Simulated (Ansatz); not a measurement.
Reaction: CH5N (methanamine, SMILES CN) + H+ → CH6N+ (SMILES C[NH3+])
Each species at its own B3LYP-D3(BJ)/def2-TZVP minimum (Ansatz, a first-principles code).

Property: proton affinity (electronic), positive where energy is released, in kJ/mol. UHF or UKS for unpaired electrons; spin-orbit terms are left out. CBS(X,Y): correlation extrapolated as X^-3, Hartree-Fock from the larger set (Q,5: extrapolated as (X+1)exp(-9√X)). A bracket is a step between two methods taken in the basis named. The functionals are non-relativistic, so their misses hold any scalar relativity. 'core' is core correlation in cc-pwCVTZ, 'X2C' scalar relativity in cc-pVTZ-DK, both at CCSD(T).

CCSD(T)/CBS(cc-pVQZ,cc-pV5Z) + [CCSDT(Q) - CCSD(T)]/cc-pVDZ + core + X2C (Ansatz) gives 932.6 kJ/mol.

Problem. How far off this value is PBE/def2-TZVPD (Ansatz), in which direction, and which of these levels come nearer: r2SCAN/def2-TZVPD, PBE0/def2-TZVPD, wB97M-V/def2-TZVPD, CCSD(T)/CBS(cc-pVQZ,cc-pV5Z) + core + X2C?

Solution. PBE gives 925.7 kJ/mol, 6.9 kJ/mol below it. Differences of the others: r2SCAN/def2-TZVPD (Ansatz) 1.4; PBE0/def2-TZVPD (Ansatz) 2.0; wB97M-V/def2-TZVPD (Ansatz) -12.2; CCSD(T)/CBS(cc-pVQZ,cc-pV5Z) + core + X2C (Ansatz) 0.1 kJ/mol. Nearer than PBE: r2SCAN/def2-TZVPD, PBE0/def2-TZVPD, CCSD(T)/CBS(cc-pVQZ,cc-pV5Z) + core + X2C.
